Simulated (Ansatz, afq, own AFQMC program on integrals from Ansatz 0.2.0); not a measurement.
Two steps: Ansatz 0.2.0 writes the Fock matrix and Cholesky factors of the valence space, and afq projects on them the lowest state that overlaps trial and start.

```yaml
crystal:
  periodic: [false, false, false]
  atoms:
    - {symbol: Ge, position_ang: [0.000000, -0.007713, 0.255359]}
    - {symbol: O, position_ang: [0.000000, 0.087695, -1.195508]}
    - {symbol: H, position_ang: [1.259685, -0.756180, 0.732781]}
    - {symbol: H, position_ang: [0.000000, 1.447646, 0.730233]}
    - {symbol: H, position_ang: [-1.259685, -0.756180, 0.732781]}
    - {symbol: H, position_ang: [0.000000, -0.771420, -1.622215]}
basis:
  gaussian: {orbitals: 6-31G}
magnetization: {spin_polarized: false}
correlation: {method: ccsd_t, electrons: outside_noble_gas, hamiltonian_folder: ham}
```

```sh
$ ansatz run in.yaml --threads 1 --pin off --events-out ev --progress --plain --max-ram 1382MiB
```

Options of the walk:

```
--method phaseless --trial hf --walkers 160 --populations 1 --least-time 40 --time-step 0.005 --steps-per-block 20 --equilibration-blocks 112 --max-blocks 600 --target-error 0.00135 --factor-cut 1e-05 --seed 3752 --taylor-order 6
```

Times are imaginary, in 1/Eh. The walk had a cap of 495 s. Filled inner d shells are frozen with the cores.

```
orbitals 31  electrons 7 7  factors 270 of 458
reference energy -2152.06542363 Eh
CCSD correlation -0.19519814 Eh in 9 cycles, weight of the determinant in the CISD state 0.9200
energy of the start -2152.065423 Eh
 block  time / (1/Eh)  mean weight  energy / Eh
     1     0.100  0.9998  -2152.115272
     2     0.200  1.0012  -2152.143981
     3     0.300  1.0022  -2152.165108
     4     0.400  1.0013  -2152.181650
     5     0.500  1.0018  -2152.211059
    10     1.000  1.0020  -2152.230531
    86     8.600  1.0015  -2152.248923
   171    17.100  0.9996  -2152.286139
   239    23.900  0.9975  -2152.225145
   256    25.600  1.0007  -2152.246671
   341    34.100  0.9992  -2152.274139
   426    42.600  0.9993  -2152.257942
   477    47.700  1.0016  -2152.330115
   511    51.100  0.9995  -2152.239597
   596    59.600  0.9994  -2152.289372
   681    68.100  1.0006  -2152.280001
   698    69.800  0.9997  -2152.290807
blocks merged  error / Eh  count
     1  0.000834  600
     2  0.001106  300
     4  0.001428  150
     8  0.001794  75
    16  0.002246  37
    32  0.002733  18
    64  0.003336  9
energy -2152.265162 +/- 0.002733 Eh
(rows thinned)
```

(1) Estimate how long the walk took on 1 thread of Arm Neoverse V2, with other jobs on the host.

The run passed its tests (sampling time, drift between the halves within three errors, error under three times the target), which doesn't prove that it has relaxed.

Against this walk (error 74.4 meV) on the same determinant: CCSD(T) 54.1 meV higher (within the noise), the released energy of a separate walk with a CISD trial 23.5 ± 75.2 meV higher (within the noise), a separate phaseless walk with a CISD trial and standard settings 30.2 ± 74.9 meV higher (within the noise). The error is statistical and leaves out the bias of the constraint.

Cautions: constraint bias not in the error; error above the target (74.4 against 36.7 meV); no relativity below Rb; no spin-orbit coupling; inner d shell frozen.

Answers

(1) 2.9 min of wall time.

A walk keeps the symmetry of its determinant, which the program's search chose and which needn't be the lowest solution, so a lower state of the same spin and another symmetry isn't excluded.
